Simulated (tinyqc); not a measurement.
Inside a calculation. Method: extended Hueckel theory, for N2. One step of it, computed by the program tinyqc.

Question. Mulliken analysis. P = C n C^T; charge = valence electrons (N 5) minus the sum of (P S)_ii on the atom; overlap population = 2 sum P_ij S_ij between two atoms.

coefficients, order 1N 2s, 1N 2px, 1N 2py, 1N 2pz, 2N 2s, 2N 2px, 2N 2py, 2N 2pz:
$$\begin{pmatrix}
0.559405 & 0.487223 & 0.000000 & 0.000000 & -0.262333 & 0.000000 & 0.000000 & 1.340531 \\
0.000000 & 0.000000 & 0.620325 & -0.047751 & 0.000000 & 0.718189 & -0.436041 & 0.000000 \\
0.000000 & 0.000000 & 0.047751 & 0.620325 & 0.000000 & 0.436041 & 0.718189 & 0.000000 \\
0.071656 & -0.485105 & 0.000000 & 0.000000 & 0.647039 & 0.000000 & 0.000000 & 1.169370 \\
0.559405 & -0.487223 & 0.000000 & 0.000000 & -0.262333 & 0.000000 & 0.000000 & -1.340531 \\
0.000000 & 0.000000 & 0.620325 & -0.047751 & 0.000000 & -0.718189 & 0.436041 & 0.000000 \\
0.000000 & 0.000000 & 0.047751 & 0.620325 & 0.000000 & -0.436041 & -0.718189 & 0.000000 \\
-0.071656 & -0.485105 & 0.000000 & 0.000000 & -0.647039 & 0.000000 & 0.000000 & 1.169370
\end{pmatrix}$$

occupations: [2.000000, 2.000000, 2.000000, 2.000000, 2.000000, 0.000000, 0.000000, 0.000000]

overlap S, order 1N 2s, 1N 2px, 1N 2py, 1N 2pz, 2N 2s, 2N 2px, 2N 2py, 2N 2pz:
$$\begin{pmatrix}
1.000000 & 0.000000 & 0.000000 & 0.000000 & 0.461623 & 0.000000 & 0.000000 & -0.447168 \\
0.000000 & 1.000000 & 0.000000 & 0.000000 & 0.000000 & 0.291711 & 0.000000 & 0.000000 \\
0.000000 & 0.000000 & 1.000000 & 0.000000 & 0.000000 & 0.000000 & 0.291711 & 0.000000 \\
0.000000 & 0.000000 & 0.000000 & 1.000000 & 0.447168 & 0.000000 & 0.000000 & -0.316626 \\
0.461623 & 0.000000 & 0.000000 & 0.447168 & 1.000000 & 0.000000 & 0.000000 & 0.000000 \\
0.000000 & 0.291711 & 0.000000 & 0.000000 & 0.000000 & 1.000000 & 0.000000 & 0.000000 \\
0.000000 & 0.000000 & 0.291711 & 0.000000 & 0.000000 & 0.000000 & 1.000000 & 0.000000 \\
-0.447168 & 0.000000 & 0.000000 & -0.316626 & 0.000000 & 0.000000 & 0.000000 & 1.000000
\end{pmatrix}$$

Give: charges; Overlap populations.

Answer.

charges: 1N 0.0000, 2N 0.0000

Overlap populations:
```
pair     value
2-1   1.790295
```
